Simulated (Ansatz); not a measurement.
in.yaml

```yaml
crystal:
  periodic: [false, false, false]
  atoms:
    - {symbol: Mo, position_ang: [0.000000, 0.000000, 0.000000]}
    - {symbol: O, position_ang: [0.000000, 0.000000, 1.623000]}
basis:
  gaussian: {orbitals: def2-SVP}
correlation: {active_space: {ras: {orbitals: [6, 0, 34], electrons: 12, max_holes: 2, max_particles: 2}, fixed_orbitals: true}}
```

```sh
$ ansatz run in.yaml --threads 1 --pin off --events-out ev --progress --plain --max-ram 2393MiB
```

**Question.** Roughly how long does this take on 1 thread of Arm Neoverse V1, shared host, and how much host memory?

**Answer.** 2.3 s wall and 0.09 GiB.

```
457 factors; integrals over basis functions are off by at most 1.2e-3 eV
mean field evaluation 1: about -3864.4571 eV, gradient 4.7e1 eV
mean field evaluation 2: about -3864.4662 eV, gradient 4.7e1 eV
mean field evaluation 4: about -3869.1650 eV, gradient 2.8e0 eV
mean field evaluation 8: about -3869.2145 eV, gradient 1.3e-1 eV
mean field evaluation 16: about -3860.9233 eV, gradient 1.2e1 eV
mean field evaluation 32: about -3862.3333 eV, gradient 1.0e-6 eV
mean field evaluation 64: about -3868.3813 eV, gradient 4.7e-3 eV
mean field evaluation 96: about -3868.3557 eV, gradient 1.3e0 eV
mean field evaluation 128: about -3855.5081 eV, gradient 8.6e1 eV
mean field -3869.21470711 eV, -142.1910178384 hartree, gradient 2.0e-6 eV, S^2 0.000000; 10 other end points of the search recorded, 0 dependent functions left out
reference -3869.21470711 eV, -142.1910178384 hartree; 11, 11 occupied and 34, 34 virtual orbitals, 457 factors
state -3877.79668809 eV, -142.5063998224 hartree
Total energy: -3877.79668809 eV, -142.5063998224 hartree
```
